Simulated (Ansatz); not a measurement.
# C2H3OS: the cost of one run

All numbers below are computed with Ansatz 0.2.0 (RKS PBE0-D4/def2-SVP).

### 1 The starting structure

Bond lengths: O1–C2 1.388 Å, C2–C3 1.337 Å, C3–S4 1.728 Å, O1–H5 0.984 Å, C2–H6 1.082 Å, C3–H7 1.087 Å. Angles: O1–C2–C3 120.7°, O1–C2–H6 113.8°, C3–C2–H6 125.5°, C2–O1–H5 100.6°, C2–C3–S4 121.6°, C2–C3–H7 120.5°, S4–C3–H7 117.9°.

Structure file:

```xyz
7

O    -1.0074    1.1379    0.2036
C     0.2648    0.5897    0.2890
C     0.5005   -0.6558   -0.1360
S    -0.7544   -1.6359   -0.8084
H    -1.5010    0.3891   -0.2004
H     0.9996    1.2573    0.7181
H     1.4979   -1.0824   -0.0659
```

### 2 End point A

input.yaml

```yaml
crystal:
  periodic: [false, false, false]
  atoms:
    - { symbol: O, position_ang: [-1.00743, 1.13786, 0.20362] }
    - { symbol: C, position_ang: [0.26483, 0.58975, 0.28897] }
    - { symbol: C, position_ang: [0.50046, -0.65576, -0.13603] }
    - { symbol: S, position_ang: [-0.75438, -1.63588, -0.80836] }
    - { symbol: H, position_ang: [-1.50101, 0.38914, -0.20035] }
    - { symbol: H, position_ang: [0.99964, 1.25729, 0.71807] }
    - { symbol: H, position_ang: [1.4979, -1.0824, -0.06592] }
total_charge: -1
basis:
  gaussian: { orbitals: def2-SVP }
hamiltonian:
  xc: pbe0
  dispersion: d4
relax:
  f_tol: 0.015
  max_steps: 40
```

Launch:

```console
$ ansatz run input.yaml --threads 1 --pin off --max-ram 2048MiB --backend cpu --events-out ev --progress --plain --runs-dir out
```

Q: Estimate wall time and peak memory on 1 thread of Intel Xeon Platinum 8259CL at 2.50GHz (Skylake/Cascade Lake), shared host.

About 20 s, with a peak of 0.17 GiB.
